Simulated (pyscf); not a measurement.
This saddle point was located with ωB97X-D3(BJ)/def2-SVP in PySCF.

```xyz
10

Cl    -0.7082    -1.5997     1.0695
Ga    -2.4866    -0.0174     0.6496
H     -3.5103    -0.7550    -0.2729
H     -2.7826     0.6730     2.0202
C      0.0579     0.0393    -0.2006
C     -1.0033     0.9715    -0.4378
H      0.8500     0.2845     0.5115
H      0.3634    -0.6511    -0.9911
H     -0.8686     1.9516     0.0354
H     -1.3539     1.0142    -1.4761
```
Charge 0, spin multiplicity 1.

Surface: singlet, charge 0. Lowest wavenumbers (cm⁻¹): 353i, 97, 285, 319, 443.

Task: Name the species on either side of this saddle.

Result: Cl–GaH₂ + ethylene (H₂C=CH₂) <-> Cl–CH₂–CH₂–GaH₂, an addition across a multiple bond or ene-type step read from left to right: Cl–Ga broken and C–Cl, C–Ga formed. At ωB97M-D3(BJ)/def2-TZVP it lies +17.1 kcal/mol from the left side and +5.7 kcal/mol from the right (each side as separated species at their lowest minima found). On the reactant side the descent ends in a bound adduct, 11.2 kcal/mol under the separated species and 25.0 kcal/mol under the saddle at ωB97X-D3(BJ)/def2-TZVP. What is counted as broken (Cl–Ga) persists as a longer contact in the product adduct; parting that adduct is a step of its own. At ωB97X-D3(BJ) the barrier from the zero used here is 13.8 kcal/mol. The same reactants have a lower exit, to H₃C–CH₂–GaH–Cl (barrier +11.0 kcal/mol at ωB97M-D3(BJ), against +17.1 kcal/mol here). Cl–CH₂–CH₂–GaH₂ is closed by a dative Cl–Ga contact. Cl–CH₂–CH₂–GaH₂ lies 55.1 kcal/mol over its isomer H₃C–Ga(CH₃)–Cl, and others may lie lower still (electronic energy, ωB97M-D3(BJ)). This is the saddle that the search found; another between the same sides may lie lower. Elements up to Kr have no core potential and no relativistic terms here.
